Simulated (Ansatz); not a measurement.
2H WS2 was calculated with PBEsol (Ansatz, a program for electronic structure, PAW).

Numerical settings: plane-wave cutoff 520 eV, 12×12×4 k mesh (along the axes of the cell as run), Fermi–Dirac smearing 0.01 eV, no spin polarisation, scalar-relativistic PAW data made under PBE.

Cell (measured lattice):

```cif
data_S4W2
_chemical_formula_sum 'W2 S4'
_space_group_name_H-M_alt 'P 1'
_space_group_IT_number 1
_cell_length_a 3.15300
_cell_length_b 3.15300
_cell_length_c 12.32300
_cell_angle_alpha 90.000
_cell_angle_beta 90.000
_cell_angle_gamma 120.000
loop_
_space_group_symop_operation_xyz
  'x, y, z'
loop_
_atom_site_label
_atom_site_type_symbol
_atom_site_fract_x
_atom_site_fract_y
_atom_site_fract_z
_atom_site_occupancy
W1 W 0.33333 0.66667 0.25000 1
W2 W 0.66667 0.33333 0.75000 1
S1 S 0.33333 0.66667 0.87700 1
S2 S 0.66667 0.33333 0.37700 1
S3 S 0.66667 0.33333 0.12300 1
S4 S 0.33333 0.66667 0.62300 1
```

### Question
Predict the band gap, smallest direct gap on the k points sampled and direct gap at Γ.

### Answer

- band gap: 0.93 eV
- smallest direct gap on the k points sampled: 1.81 eV
- direct gap at Γ: 2.29 eV

Note: cell and atoms aren't relaxed at this level (largest force component 0.03 eV/Å, pressure -0.2 GPa).

Spin–orbit coupling is not included.

The computed numbers hold no vibrational or temperature effects.
